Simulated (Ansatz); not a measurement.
# AlH₃ (triplet): from Hartree-Fock to the top rungs, aug-cc-pVDZ

An exercise on one series of results from a longer session: the logs are not shown, and one member is left open.

Program: Ansatz 0.2.0, Gaussian basis. Level of theory: aug-cc-pVDZ, core rule «outside noble gas», up to 5 orbitals frozen. These are calculated values, not measurements.

The runs, in order: UHF; CCSD(T) on ROHF; CCSD(T) on UHF; BCCD(T) on ROHF; CISD; CCSDT(Q) on ROHF; CCSDT(Q) on UHF; CASSCF and MRCISD+Q, 6 electrons in 7 orbitals; CASSCF and NEVPT2, 6 electrons in 7 orbitals; Full CI.

6 further runs of the same task are left out: 2 for a known fault of the program, 4 set aside as unsound or not needed.

## What is computed

The geometry is a PBE0/def2-TZVP stationary point (not a proven minimum) of the parent state, kept for this charge and spin.

4 atoms, charge 0, spin multiplicity 3.

Atoms are counted from 1 here; the program's logs count them from 0.

Bond lengths: Al1–H2 1.586 Å, Al1–H3 1.586 Å, Al1–H4 1.586 Å. Angles: H2–Al1–H3 120.0°, H2–Al1–H4 120.0°, H3–Al1–H4 120.0°.

Set-up of the first run:

in.yaml

```yaml
crystal:
  periodic: [false, false, false]
  atoms:
    - {symbol: Al, position_ang: [0.000000, 0.000000, 0.000000]}
    - {symbol: H, position_ang: [1.585776, 0.015051, -0.000083]}
    - {symbol: H, position_ang: [-0.805923, 1.365794, -0.002790]}
    - {symbol: H, position_ang: [-0.779853, -1.380845, 0.002873]}
basis:
  gaussian: {orbitals: aug-cc-pVDZ}
magnetization: {spin_polarized: true, initial_magnetization: 2}
hamiltonian: {xc: hf}
output: {orbitals: {seedname: orbitals}}
```

Command:

```console
$ ansatz run in.yaml --threads 1 --pin off --events-out ev --progress --plain --max-ram 4096MiB --backend cpu
```

Among the steps run: UHF; CCSD(T) on ROHF; CCSD(T) on UHF; BCCD(T) on ROHF; CISD; CCSDT(Q) on ROHF; CCSDT(Q) on UHF; CASSCF and MRCISD+Q, 6 electrons in 7 orbitals; CASSCF and NEVPT2, 6 electrons in 7 orbitals; Full CI.

One of the session's tables, all rows but one given; the rest of the session is left out.

```
          method  from FCI (kcal/mol)
            RMP2               +20.04
            UMP2               +21.43
            CISD                +5.30
           RCCSD                +2.98
           UCCSD                +2.76
        RCCSD(T)                +0.81
        UCCSD(T)                +0.79
         BCCD(T)                +0.82
          RCCSDT                +0.12
          UCCSDT                +0.11
       RCCSDT(Q)                +0.03
       UCCSDT(Q)                +0.02
  CASSCF valence                    ?
  NEVPT2 valence               +12.98
  MRCISD valence                +2.54
MRCISD+Q valence                +0.68
             FCI                    0
```

**Question.** Estimate the row for CASSCF valence.

The run gave: from FCI (kcal/mol): +39.57. In the column «from FCI (kcal/mol)» it is the highest.

Some runs used a GPU and others CPU threads alone; cost is compared among the CPU runs only.

Among the levels timed on like hardware, those that no quicker one beats, quickest first: NEVPT2 valence (2.1 s, +12.98 kcal/mol); MRCISD+Q valence (2.8 s, +0.68 kcal/mol); UCCSDT(Q) (26 s, +0.02 kcal/mol).

Limits of these values: The report flags that the cluster equations may have other roots. The yardstick is full CI for this spin, exact in this basis with these frozen cores. Left out of the table: ROHF, UHF (another determinant or state than the rows shown). The program flags RCCSD(T), BCCD(T), RCCSDT(Q) as in doubt, so those rows may rest on another solution; read them beside their warnings. Of the multireference levels listed MRCISD+Q valence comes nearest in total energy (+0.68 kcal/mol), which doesn't show that its space is the better one. Levels on UHF freeze UHF's core orbitals, full CI those of ROHF, so the U rows can settle a little off it for that reason alone. Restricted and unrestricted rows rest on different reference determinants; where their highest levels disagree by more than a few hundredths of an eV, they describe different states and don't form one ladder. Warnings in the runs' records: other roots.
